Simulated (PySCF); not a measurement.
Geometries of 2 isomers of C4H4O2, from PBE0-D3(BJ)/def2-SVP geometry optimisation, gas phase (PySCF). One conformer each, no zero-point energy, no frequencies.

Question: Which isomer lies lower at this level?
A.
```xyz
10
angstrom
O      1.944   -0.443   -0.508
C      0.665   -0.279   -0.182
C     -0.104    0.841   -0.064
C     -1.401    0.360    0.318
C     -1.312   -0.993    0.398
O     -0.039   -1.388    0.089
H      2.148   -1.386   -0.481
H      0.218    1.865   -0.229
H     -2.290    0.958    0.508
H     -2.009   -1.787    0.647
```
B.
```xyz
10
angstrom
O     -1.707    1.454   -0.992
C     -0.798    0.833   -0.543
C     -0.790   -0.498    0.190
C      0.662   -0.715    0.460
C      1.316    0.335   -0.041
O      0.504    1.267   -0.633
H     -1.260   -1.267   -0.446
H     -1.415   -0.418    1.096
H      1.109   -1.565    0.971
H      2.378    0.575   -0.061
```

Answer: B. That is `O=C1CC=CO1` (2(3H)-furanone), 9.2 kcal/mol below the other.

```json
{"SMILES": "O=C1CC=CO1", "atoms numbered as above": "[O:1]=[C:2]1[CH2:3][CH:4]=[CH:5][O:6]1", "E (Eh)": "-304.70634", "relative (kcal/mol)": "0.0", "relative (kJ/mol)": "0.0", "dipole (D)": "3.73"}
{"SMILES": "Oc1ccco1", "atoms numbered as above": "[OH:1][c:2]1[cH:3][cH:4][cH:5][o:6]1", "E (Eh)": "-304.69160", "relative (kcal/mol)": "9.2", "relative (kJ/mol)": "38.7", "dipole (D)": "1.09"}
```

As drawn, the lower has a C=O bond, a C(=O)–O unit and a C=C bond outside aromatic rings, which the higher lacks; the higher has an aromatic ring and an O–H bond, which the lower lacks.
